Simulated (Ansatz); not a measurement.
H2OSSi (`O[Si]S`), relaxed with RKS PBE-D4/def2-SVP in the Gaussian-basis code of Ansatz from a rough embedded geometry. The force threshold is 0.03 eV/Å; the program also tests the step.

The species carries charge 0 and has multiplicity 1.

Start:

```xyz
5

O     0.352    1.336   -0.536
Si    0.214    0.669    1.004
S    -0.684   -1.200    0.632
H    -0.271    1.015   -1.158
H     0.389   -1.820    0.058
```

By how much does the energy fall, and how many steps does the optimiser take? (Estimate.)

Computed: 0.49 eV, in 14 steps, 2 of them rejected.

Which bonds change most? (Best estimate.)

The calculation gave: Si2–S3 from 2.107 to 2.207 Å; O1–H4 from 0.937 to 0.976 Å; S3–H5 from 1.366 to 1.367 Å; O1–Si2 from 1.684 to 1.683 Å.

Give the relaxed structure. (An estimate is asked.)

The calculation gave: 
```xyz
5

O     0.251    1.323   -0.470
Si   -0.012    0.829    1.118
S    -0.316   -1.352    0.962
H     0.246    0.700   -1.220
H    -0.169   -1.500   -0.389
```
